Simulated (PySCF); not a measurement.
Molecule: Cyclopropane (SMILES C1CC1).

Structure with atom numbers: `[CH2:1]1[CH2:2][CH2:3]1`; H(Xn) means a hydrogen on atom n.

Geometry PBE0-D3(BJ)/def2-SVP throughout; GIAO in PySCF 2.14, gas phase, one conformer, non-relativistic; equivalent atoms averaged; functional PBE0.

Task: How do the shifts δ (against TMS at the same level) depend on the basis set? (ppm; last column core-seconds on shared hosts with different chips, so compare them loosely)

Result: 
| basis set | functions | C1/C2/C3 | H(C1)/H(C2)/H(C3) | core-s |
| --- | --- | --- | --- | --- |
| STO-3G | 21 | 12.4 | 0.49 | 1.1 |
| 6-31G | 39 | 0.9 | 0.48 | 2.1 |
| pcSseg-0 | 39 | 0.3 | 0.46 | 1.1 |
| 6-31G* | 54 | 0.5 | 0.39 | 2.8 |
| def2-SVP | 72 | -1.1 | 0.14 | 3.5 |
| cc-pVDZ | 72 | 0.1 | 0.18 | 2 |
| pcSseg-1 | 81 | -1.4 | 0.26 | 2.5 |
| 6-311+G(2d,p) | 117 | -2.0 | 0.22 | 6.5 |
| aug-cc-pVDZ | 123 | -1.5 | 0.25 | 3.6 |
| def2-TZVP | 129 | -2.0 | 0.26 | 8.6 |
| IGLO-III | 165 | -2.2 | 0.24 | 5.2 |
| cc-pVTZ | 174 | -1.4 | 0.25 | 5.7 |
| pcSseg-2 | 192 | -1.7 | 0.27 | 16 |

Task: Which nucleus moves most, in ppm?

Result: C1/C2/C3 (three-membered-ring carbon): from -2.2 ppm with IGLO-III to 12.4 ppm with STO-3G. The smallest spread is 0.35 ppm, at H(C1)/H(C2)/H(C3). Proton shifts span only some 12 ppm, so a few tenths of a ppm matter as much there as several ppm in carbon.

Task: Taking the largest basis, pcSseg-2 (192 functions), as the yardstick, rank the others by their worst heavy-atom deviation.

Result: aug-cc-pVDZ 0.2 ppm (123 functions), def2-TZVP 0.3 ppm (129 functions), 6-311+G(2d,p) 0.3 ppm (117 functions), cc-pVTZ 0.3 ppm (174 functions), pcSseg-1 0.4 ppm (81 functions), IGLO-III 0.5 ppm (165 functions), def2-SVP 0.6 ppm (72 functions), cc-pVDZ 1.9 ppm (72 functions), pcSseg-0 2.0 ppm (39 functions), 6-31G* 2.3 ppm (54 functions), 6-31G 2.6 ppm (39 functions), STO-3G 14.1 ppm (21 functions).

A small basis that lands close on one nucleus may do so by chance; judge by the trend and by all nuclei.
